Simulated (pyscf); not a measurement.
Thermochemistry of product channels of `[PH]=[PH]` + `[SiH4]` on the singlet surface, in kJ/mol, from ωB97M-D3(BJ)/def2-TZVP energies (ideal gas, 1 atm, RRHO with modes under 100 cm⁻¹ raised to 100, one conformer, R ln 2 for rigid chiral ones). PySCF, gas phase, ωB97X-D3(BJ)/def2-SVP geometries.

| products | ΔE | ΔH(298 K) | ΔG(600 K) | ΔG(1200 K) |
|---|---|---|---|---|
| `[SiH3][PH][PH2]` | (withheld) | -117.0 | -42.5 | +24.7 |
| `[SiH3][P]=[PH]` + `[H][H]` | (withheld) | +10.7 | +14.1 | +8.4 |

Question: Complete the blanks.

Answer: 
- `[SiH3][PH][PH2]`, ΔE: -125.4
- `[SiH3][P]=[PH]` + `[H][H]`, ΔE: +16.1

The channel to H₃Si–PH–PH₂ turns unfavourable between 298 and 1200 K (ΔG from -79.3 kJ/mol to +24.7 kJ/mol).

These are energies of the channels, which say nothing of barriers. H₃Si–P=PH lies 60.6 kJ/mol over its isomer cyclic H₄P₂Si (SMILES [SiH2]1PP1), and others may lie lower still (electronic energy, ωB97M-D3(BJ)).
